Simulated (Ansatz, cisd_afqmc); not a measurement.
System: SiH4, charge 0, singlet. SiH4 (silane, SMILES [SiH4]).
B3LYP-D3(BJ)/def2-TZVP minimum from Ansatz (a first-principles code):
```xyz
5

Si     0.0000     0.0000     0.0000
H      0.8756     0.8547     0.8331
H     -0.8222    -0.8655     0.8753
H     -0.8862     0.8545    -0.8220
H      0.8328    -0.8437    -0.8864
```
Charge 0, spin multiplicity 1.

Total energies in cc-pV(T+d)Z, 8 correlated electrons, 5 frozen orbitals. Open shells are spin-unrestricted; no spin-orbit coupling. Correlated methods leave the cores frozen. No relativity. AFQMC/CISD: phaseless, guided by CISD from CCSD amplitudes; bars are statistical, one sigma. Outlying blocks are dropped, and bars are widened where a walk drifts. Over all cases where full CI ran beside it in this data, AFQMC minus full CI had a median of +0.1 mEh and passed +0.4 mEh in a tenth of the cases.

```
method         program         energy (Eh)  minus CCSDT(Q) (mEh)
----------  ----------  ------------------  --------------------
HF              Ansatz          -291.26356                177.38
MP2             Ansatz          -291.40657                 34.37
CCSD            Ansatz          -291.43632                  4.62
CCSD(T)         Ansatz          -291.44012                  0.82
CCSDT(Q)        Ansatz          -291.44094                  0.00
AFQMC/CISD  cisd_afqmc  -291.4408 ± 0.0001             0.1 ± 0.1
```

Rough core times of Ansatz's runs on a shared machine: CCSD(T) under 20 s, CCSDT(Q) 40 s.
